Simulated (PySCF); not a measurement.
**Nuclear quadrupole coupling in thiofulminic acid**

Compound: thiofulminic acid, CHNS.
SMILES with atom numbers: `[CH:1]#[N+:2][S-:3]` (hydrogens: H4 on C1)

Field gradients from the PBE0/pcSseg-1 density (PySCF, non-relativistic), principal values in atomic units, ordered |Vxx| ≤ |Vyy| ≤ |Vzz|:

```json
{"atom": "N2", "Vxx": "0.0402", "Vyy": "0.0403", "Vzz": "-0.0805"}
{"atom": "S3", "Vxx": "-1.9402", "Vyy": "-1.9402", "Vzz": "3.8804"}
```

Find the asymmetry η = (Vxx − Vyy)/Vzz and the couplings χ = eQV/h (234.96 MHz × Q in barn × V in au), with Q(14N) = 0.02044 b, Q(33S) = −0.0678 b.

| atom | environment | nucleus | η | χzz (MHz) | χxx (MHz) | χyy (MHz) |
| --- | --- | --- | --- | --- | --- | --- |
| N2 | nitrogen bonded to C and S | 14N | 0.00 | -0.387 | 0.193 | 0.193 |
| S3 | sulfur bonded to N | 33S | 0.00 | -61.82 | 30.91 | 30.91 |

The gradient is axial or nearly so (η below 0.05) at N2 and S3. The tensor is traceless: Vxx + Vyy + Vzz = 0.

What is Vzz at N2 in SI units (1 au = 9.71736 × 10²¹ V/m²)?

-0.0805 au = -0.782 × 10²¹ V/m².

What couplings would deuterons (Q(2H) = 0.00286 b) have in place of the hydrogens, at this geometry?

```csv
atom,bonded to,bond length (Å),Vzz (au),η,χzz (kHz)
H4,C1,1.075,0.3375,0.00,227
```

Isolated species at its PBE0-D3(BJ)/def2-SVP geometry, gas phase. With so small a basis the couplings can be 20 % off.

The run behind these numbers computed NMR shieldings as well. The run took 2.6 s of wall time on Arm Neoverse V1, one thread, shared host with 32 logical CPUs at a one-minute load of 9.1, and the process peaked at 0.30 GiB of memory.
